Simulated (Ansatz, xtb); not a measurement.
## Relative energy of two conformers of BFH2S

Structure a: `FBS`, a singlet. Structure b: `FBS`, a singlet. Both are isolated molecules in the gas phase, relaxed with PBE0-D3(BJ)/def2-SVP.

a (Å):

| atom | x (Å) | y (Å) | z (Å) |
| --- | --- | --- | --- |
| B | -0.4747 | -0.8995 | 0.0535 |
| F | -1.4916 | -1.1027 | -0.7660 |
| S | 0.4820 | 0.6074 | -0.1489 |
| H | 1.3354 | 0.3420 | 0.8616 |
| H | -0.2239 | -1.7211 | 0.9005 |

b (Å):

```xyz
5

B    -1.4937    0.5454   -0.6832
F    -2.6411    1.0649   -0.2773
S     0.0479    0.9475    0.1379
H    -1.4757   -0.2128   -1.6205
H    -0.4888    1.7789    1.0596
```

Problem. Estimate E(b) − E(a) at the level CCSD(T)/def2-TZVPP.

Solution. Too close to call at this level: CCSD(T)/def2-TZVPP gives E(b) − E(a) = −0.12 kcal/mol.

Level by level:

```csv
level,geometry,E(b) − E(a) (kcal/mol),departure from the last row (kcal/mol),"job, with rough time for the two"
PBE0-D3(BJ)/def2-SVP,PBE0-D3(BJ)/def2-SVP,−0.38,−0.25,"optimisation, 28 s"
HF/def2-TZVPP,PBE0-D3(BJ)/def2-SVP,−0.06,+0.06,part of the CCSD(T) run
MP2/def2-TZVPP,PBE0-D3(BJ)/def2-SVP,−0.12,+0.01,part of the CCSD(T) run
CCSD(T)/def2-TZVPP,PBE0-D3(BJ)/def2-SVP,−0.12,,"single point, 49 s"
```

The largest departure from CCSD(T)/def2-TZVPP is that of PBE0-D3(BJ)/def2-SVP, 0.25 kcal/mol. Levels run at GFN2-xTB geometries aren't shown.

With harmonic frequencies from PBE0-D3(BJ)/def2-SVP (ideal gas, rigid rotor, one conformer each, 298.15 K, 1 atm): on the last row, ΔE + ΔZPE = −0.18, ΔH = −0.19, ΔG = −0.18 kcal/mol.

The correlated steps freeze 7 core orbitals. Run with Ansatz 0.2.0; the last row on 1 thread of Intel(R) Xeon(R) Processor @ 2.50GHz (Skylake/Cascade Lake) on a shared host.
